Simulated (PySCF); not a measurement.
# CH3ClO2S: the cost of one run

Programs: PySCF 2.14.0, with density-fitted response routines of our own. Each step states its level of theory. These are calculated values for one molecule in the gas phase, unless marked as measured. Atoms are numbered from 0 throughout.

## 1. The molecule as given

8 atoms, charge 0, multiplicity 1; geometry from: GFN2-xTB. The atoms were then displaced at random by about 0.01 Å, so the start is not that level's minimum.

Bonds of the start (Å): C0–S1 1.77, S1–O2 1.42, S1–O3 1.43, S1–Cl4 2.04, C0–H5 1.10, C0–H6 1.10, C0–H7 1.06.

## 2. Optimising the geometry at PBE0-D3(BJ)/def2-SVP

Job settings and geometry (Å):

```
{"job": {"xc": "PBE0", "basis": "def2-SVP", "d3": "d3bj", "grid": 1, "shake": 0.01, "kind": "geom"}, "charge": 0, "multiplicity": 1}
C     -0.927230     0.023870    -0.090760
S      0.811400    -0.266900     0.044210
O      1.326260    -0.699280    -1.211510
O      1.128000    -1.014530     1.219140
Cl     1.502300     1.630370     0.357750
H     -1.285330     0.486410     0.836030
H     -1.088860     0.720620    -0.927680
H     -1.411410    -0.899690    -0.279650
```

Run with:

```
> OMP_NUM_THREADS=1 python probes_run.py task.json out
```

This one command runs all jobs of the session in turn.

Q: Estimate the wall time and peak memory of this first job on 1 thread of AMD EPYC 7R13, shared host.

About 16 s, with a peak of 0.39 GiB.
